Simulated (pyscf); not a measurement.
`[O][SiH3]` [doublet] + `[H][H]` → `[OH][SiH3]` + `[H]` [doublet], a hydrogen abstraction (doublet surface; H–H broken, H–O formed). Structures and frequencies: ωB97X-D3(BJ)/def2-SVP in PySCF. Energies in kJ/mol from the separated reactants.

Small-basis levels: PySCF, no dispersion term, spherical d functions. Open shells are spin-unrestricted. 

### Question
Quick MP2/6-31G* single points give ΔE‡ = 49.2 kJ/mol and ΔE = -89.5 kJ/mol. What does ωB97M-D3(BJ)/def2-TZVP give, and how far is the quick result from it?

### Answer
ωB97M-D3(BJ)/def2-TZVP gives ΔE‡ = 18.8 kJ/mol and ΔE = -60.3 kJ/mol. MP2/6-31G* lies 30.5 kJ/mol over it in the barrier and 29.2 kJ/mol under it in the reaction energy, so on this step it does not hold to within 12.6 kJ/mol. ωB97M-D3(BJ)/def2-TZVP has limits of its own. •O–SiH₃ lies 104.0 kJ/mol over its isomer HO–SiH₂• (electronic energy, ωB97M-D3(BJ)/def2-TZVP). One saddle was located; it need not be the lowest between these sides. The angle at the transferred H is 158°.
